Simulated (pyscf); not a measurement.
Four-centre exchange: H₃Si–NH–SiH₃ (SMILES [SiH3]N[SiH3]) + H₂S (SMILES S) -> H₃Si–SH (SMILES [SiH3]S) + H₂N–SiH₃ (SMILES N[SiH3])

Gas phase, singlet surface, charge 0. Bonds broken: Si1–N2, S11–H12. Bonds formed: Si1–S11, N2–H12. Structures and frequencies: ωB97X-D3(BJ)/def2-SVP in PySCF.

Transition state (Å):

```xyz
13

Si    -1.7265     1.2927     0.6257
N     -0.1348     0.8015    -0.2369
Si    -0.0726    -0.9022    -0.8466
H     -2.5453     1.4637    -0.6352
H     -2.3501     0.1373     1.3062
H     -1.7009     2.6464     1.2188
H      0.1498     1.4949    -0.9349
H      1.2174    -1.0691    -1.5628
H     -1.2211    -1.1088    -1.7648
H     -0.1676    -1.7578     0.3576
S      0.2676     0.8801     2.5769
H      0.4664     0.8606     0.7191
H      0.5612     2.1899     2.6989
```

One imaginary mode, 292i cm⁻¹; descent along it reached the two sides named, in the forms told below.

```csv
bond,change,reactant side (Å),saddle,product side
Si1–N2,breaks,1.751,1.876,2.9
S11–H12,breaks,1.349,1.869,2.8
Si1–S11,forms,3.8,2.8,2.151
N2–H12,forms,2.328,1.131,1.018
```

Electronic energies relative to the separated reactants (kcal/mol):

```csv
level,barrier,reaction energy,reverse barrier
ωB97X-D3(BJ)/def2-TZVP,21.6,-1.0,22.6
PBE/def2-TZVP,18.8,-2.6,21.4
r²SCAN/def2-TZVP,20.4,-1.2,21.6
B3LYP-D3(BJ)/def2-TZVP,21.6,+0.2,21.4
PBE0-D3(BJ)/def2-TZVP,18.8,-1.6,20.4
M06-2X/def2-TZVP,22.8,+0.9,21.8
ωB97M-D3(BJ)/def2-TZVP,23.2,+0.1,23.1
HF/def2-TZVP,39.9,+1.2,38.7
```

With ωB97M-D3(BJ)/def2-TZVP energies and thermal terms (ideal gas, 1 atm, RRHO with modes under 100 cm⁻¹ raised to 100, one conformer, R ln 2 for chiral ones without a mode under 150 cm⁻¹), in kcal/mol:

```tsv
T (K)	ΔH‡	ΔG‡	ΔH	ΔG
298	24.0	35.8	+1.4	+0.6
600	24.2	47.7	+1.5	-0.3
900	24.6	59.4	+1.4	-1.2
1200	25.2	70.9	+1.3	-2.0
```

On the product side the descent ends in a complex, 4.9 kcal/mol under the separated species and 27.4 kcal/mol under the saddle at ωB97X-D3(BJ)/def2-TZVP. One saddle was located; it need not be the lowest between these sides.
